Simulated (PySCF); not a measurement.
# C5H6 (Bicyclo[2.1.0]pent-2-ene): the cost of one run

Computed with PySCF 2.14.0, with density-fitted response routines of our own, on a single molecule, in the gas phase or a continuum. Atoms count from 0, in the outputs and in this text.

## Step 1: The molecule as given

11 atoms, charge 0, multiplicity 1; geometry from: GFN2-xTB. The atoms were then displaced at random by about 0.01 Å, so the start is not that level's minimum.

Bonds of the start (Å): C0–C1 1.35, C1–C2 1.53, C2–C3 1.48, C3–C4 1.49, C4–C0 1.54, C4–C2 1.52, C0–H5 1.04, C1–H6 1.08, C2–H7 1.07, C3–H8 1.09, C3–H9 1.11, C4–H10 1.06.

## Step 2: Geometry optimisation at PBE0-D3(BJ)/def2-SVP

What the job is given:

```
{"job": {"xc": "PBE0", "basis": "def2-SVP", "d3": "d3bj", "grid": 1, "shake": 0.01, "kind": "geom"}, "charge": 0, "multiplicity": 1}
C      1.281530    -0.378410    -0.287040
C      1.022720     0.537140     0.664250
C     -0.407540     0.804040     0.190550
C     -1.083480    -0.508290     0.200240
C     -0.126410    -0.215160    -0.897350
H      2.067760    -1.009000    -0.535010
H      1.582720     0.900660     1.518250
H     -0.868620     1.763730     0.139840
H     -0.875150    -1.245310     0.972820
H     -2.166350    -0.491220    -0.060540
H     -0.389070    -0.184010    -1.921670
```

Started as:

```console
OMP_NUM_THREADS=1 python probes_run.py task.json out
```

The driver reads the jobs from task.json and runs them one after another.

**Question.** How long does this first job take on 1 thread of Intel Xeon Platinum 8488C, shared host, and how much memory does it need?

About 19 s, with a peak of 0.42 GiB.
